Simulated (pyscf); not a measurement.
Single points on ωB97X-D3(BJ)/def2-SVP structures (PySCF, gas phase).

PBE/def2-TZVP puts the barrier of `[Cl][InH][Cl]` + `[SH2]` → `[ClH]` + `[Cl][In]` [singlet] + `[SH2]` (multi-bond step; singlet surface; Cl–In, H–In, H–S broken, Cl–H, H–S formed) at 0.43 eV and the reaction energy at +0.18 eV, from the separated reactants. What do PBE0-D3(BJ)/def2-TZVP, M06-2X/def2-TZVP, ωB97M-D3(BJ)/def2-TZVP give on the same structures?

PBE0-D3(BJ): ΔE‡ = 0.70 eV, ΔE = +0.36 eV; M06-2X: ΔE‡ = 1.08 eV, ΔE = +0.44 eV; ωB97M-D3(BJ): ΔE‡ = 1.13 eV, ΔE = +0.34 eV. PBE's barrier lies under all of them, by 0.27 to 0.70 eV. Its reaction energy lies under all of them, by 0.15 to 0.26 eV. Low barriers are usual for a GGA, whose delocalisation error favours stretched bonds. On the reactant side the descent ends in an adduct with a In–S contact (not fully relaxed), 0.78 eV under the separated species and 1.92 eV under the saddle at ωB97X-D3(BJ)/def2-TZVP. On the product side the descent ends in a bound adduct, 0.42 eV under the separated species and 0.98 eV under the saddle at ωB97X-D3(BJ)/def2-TZVP. The same reactants have a lower exit, to HCl + HS–InH–Cl (highest point, the separated products, at +0.26 eV at ωB97M-D3(BJ)/def2-TZVP, against +1.13 eV here). This is the saddle that the search found; another between the same sides may lie lower. Elements past Kr carry the def2 core potentials, without spin-orbit coupling.
